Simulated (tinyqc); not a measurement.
Ways to converge the cycle: SCF convergence aids in the sto-6g basis, for BH2, spin multiplicity 2. Computed by the program tinyqc with PySCF. UHF with one setting changed at a time; a run stops when the energy changes by less than 1e-09 hartree and the error matrix is below 1e-5. The start is the Wolfsberg-Helmholz matrix. Damping d keeps d of the old density; a shift (hartree) raises the virtual levels; DIIS n extrapolates F over n matrices.

Geometry (angstrom):
```
atom       x        y       z
B     0.0000   0.0000  0.0000
H     0.0000   1.2760  0.7860
H     0.0000  -1.2760  0.7860
```

lowest solution found by these runs and by PySCF with stability checks = -25.569451 hartree

Largest element of the error matrix X^T (FDS - SDF) X:
```
iteration    plain  damping 0.3  damping 0.6  shift 0.4   DIIS 3   DIIS 8
1          1.7e-01      1.7e-01      1.7e-01    1.7e-01  1.7e-01  1.7e-01
2          4.8e-02      6.2e-02      1.1e-01    6.4e-02  4.8e-02  4.8e-02
3          2.2e-02      3.9e-02      7.1e-02    4.4e-02  2.0e-02  2.0e-02
4          1.3e-02      2.5e-02      4.9e-02    3.0e-02  1.0e-02  1.0e-02
5          8.8e-03      1.6e-02      3.8e-02    2.0e-02  6.3e-03  6.3e-03
6          6.6e-03      1.2e-02      3.1e-02    1.4e-02  2.2e-03  1.4e-03
8          4.2e-03      7.6e-03      2.0e-02    8.7e-03  2.1e-04  1.8e-04
10         3.0e-03      5.3e-03      1.3e-02    5.9e-03  5.4e-05  2.2e-06
14         1.4e-03      3.0e-03      7.7e-03    3.2e-03        -        -
20         3.9e-04      1.4e-03      4.3e-03    1.6e-03        -        -
30         4.7e-05      3.3e-04      2.0e-03    4.2e-04        -        -
45               -      3.8e-05      6.3e-04    5.3e-05        -        -
60               -            -      1.9e-04          -        -        -
```

How each run ends:
```
run          iterations  E (hartree)                                                        state
plain                40   -25.490698                                                       higher
damping 0.3          57   -25.490698                                                       higher
damping 0.6         >60   -25.490696  falls steadily but slowly, by a factor of about 0.92 a step
shift 0.4            59   -25.490698                                                       higher
DIIS 3               13   -25.490698                                                       higher
DIIS 8               11   -25.490698                                                       higher
```

What does the comparison show, and why?

No run reaches the lowest solution found. Ending on a higher stationary point: plain, damping 0.3, shift 0.4, DIIS 3, DIIS 8; a small error matrix cannot reveal that, and an occupation fixed by the start is kept by symmetry or by the shape of the basin. Not converged: damping 0.6. Plain steps already contract here, so damping only slows them. DIIS 3 and DIIS 8 gain by cancelling the error over several earlier matrices, much as a quasi-Newton step does.
